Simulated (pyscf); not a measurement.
Structures and frequencies: ωB97X-D3(BJ)/def2-SVP in PySCF.

Estimate by transition-state theory the rate constant of H₃C–CdH + TeH₂ -> H₃C–Cd–TeH + H₂ (singlet surface; Cd–H, H–Te broken, Cd–Te, H–H formed) at 900 K, with ωB97M-D3(BJ)/def2-TZVP energies (ideal gas, 1 atm, RRHO with modes under 100 cm⁻¹ raised to 100, one conformer, R ln 2 for chiral ones without a mode under 150 cm⁻¹; no tunnelling).

The electronic barrier is 17.8 kcal/mol and the thermal terms add +25.5, so ΔG‡ = 43.3 kcal/mol. With k_BT/h = 1.88e+13 s⁻¹ and RT = 1.788 kcal/mol, and a volume of 1.23e-19 cm³ per molecule at 1 atm, k = 6.9e-17 cm³ molecule⁻¹ s⁻¹. Wigner's tunnelling factor for 1235i cm⁻¹ would be 1.16. A shift of 1 kcal/mol in the barrier changes k by a factor 1.7. On the reactant side the descent ends in an adduct with a Cd–Te contact (not fully relaxed), 6.1 kcal/mol under the separated species and 18.8 kcal/mol under the saddle at ωB97X-D3(BJ)/def2-TZVP. What is counted as formed (Cd–Te) is already present as a longer contact in the reactant adduct; forming that adduct is a step of its own. At ωB97X-D3(BJ)/def2-TZVP the barrier from the zero used here is 12.6 kcal/mol. This is the saddle that the search found; another between the same sides may lie lower. Elements past Kr carry the def2 core potentials, without spin-orbit coupling.
